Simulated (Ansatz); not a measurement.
Below is the output of a Python script on Ansatz's Python interface that makes a single point in a Gaussian basis of C2H5N3, SMILES N=CN=CN. Write a script that gives it. Level of theory: PBE0, def2-TZVP basis, multiplicity 1.

```console
$ python energy.py
reference energy     -6619.118692 eV
total energy         -6619.118692 eV
occupied orbitals outside the frozen core (up, down): [19, 19]  frozen: 0  virtual: [166, 166]
largest force 3.2042 eV/A, rms 0.9753
dipole moment 2.006 D
Mulliken: [('N', -0.406), ('C', 0.038), ('N', -0.289), ('C', 0.12), ('N', -0.435), ('H', 0.213), ('H', 0.108), ('H', 0.126), ('H', 0.263), ('H', 0.261)]
HOMO -6.774 eV, LUMO -0.974 eV, gap 5.801 eV
```

The script that was run (others could print the same):

`energy.py`
```python
from pathlib import Path
import warnings

import ansatz as az
import numpy as np
from rdkit import Chem
from rdkit.Chem import AllChem


def main() -> None:
    warnings.simplefilter("ignore", az.DeckWarning)

    rd = Chem.AddHs(Chem.MolFromSmiles("N=CN=CN"))
    AllChem.EmbedMolecule(rd, randomSeed=930)
    AllChem.UFFOptimizeMolecule(rd)
    mol = az.Crystal.molecule()
    for atom, xyz in zip(rd.GetAtoms(), rd.GetConformer().GetPositions()):
        mol = mol.atom(atom.GetSymbol(), xyz.round(5).tolist())

    setup = (
        mol.calculation()
        .basis(gaussian="def2-TZVP")
        .functional("pbe0")
        .scf(lower_state_search="light")
        .forces()
        .orbitals()
    )
    out = setup.run(threads=1, pin="off", runs_dir="runs")
    report = out.report

    print("reference energy %16.6f eV" % report["reference_energy_ev"])
    print("total energy     %16.6f eV" % report["free_energy_ev"])
    print("occupied orbitals outside the frozen core (up, down):", report["n_occupied"], " frozen:", report["n_frozen"], " virtual:", report["n_virtual"])

    symbols = [site.symbol for site in mol.cartesian_sites]
    forces = np.array(report["forces_ev_ang"])
    print("largest force", round(float(np.linalg.norm(forces, axis=1).max()), 4), "eV/A, rms", round(float(np.sqrt((forces ** 2).mean())), 4))

    charges = report["charge_distribution"]
    print("dipole moment", round(4.803205 * float(np.linalg.norm(charges["dipole_moment_e_ang"])), 3), "D")
    print("Mulliken:", [(s, round(q, 3)) for s, q in zip(symbols, charges["mulliken_charges_e"])])

    lines = Path(report["orbitals_path"]).read_text().splitlines()
    field_of = lambda key: [line.split("=")[1].strip() for line in lines if line.startswith(key)]
    orbitals = [(27.211386 * float(e), s, float(n)) for e, s, n in zip(field_of("Ene="), field_of("Spin="), field_of("Occup="))]
    homo = max(e for e, _, n in orbitals if n > 0.5)
    lumo = min(e for e, _, n in orbitals if n < 0.5)
    print(f"HOMO {homo:.3f} eV, LUMO {lumo:.3f} eV, gap {lumo - homo:.3f} eV")


if __name__ == "__main__":
    main()
```

Notes:
- The settings weren't tested for convergence.
- The geometry is a force-field or estimated start, not a minimum of this method, and the basis set is short of its limit.
- Levels such as HOMO and LUMO are orbital energies: with these approximate functionals they aren't the ionisation energy and electron affinity, and their gap isn't the fundamental gap.
- Finished in 7.4 s on 1 thread of Arm Neoverse V1, on a shared host, peak memory 0.47 GiB.

(Lines on the test bed's own set-up are left out of the output.)
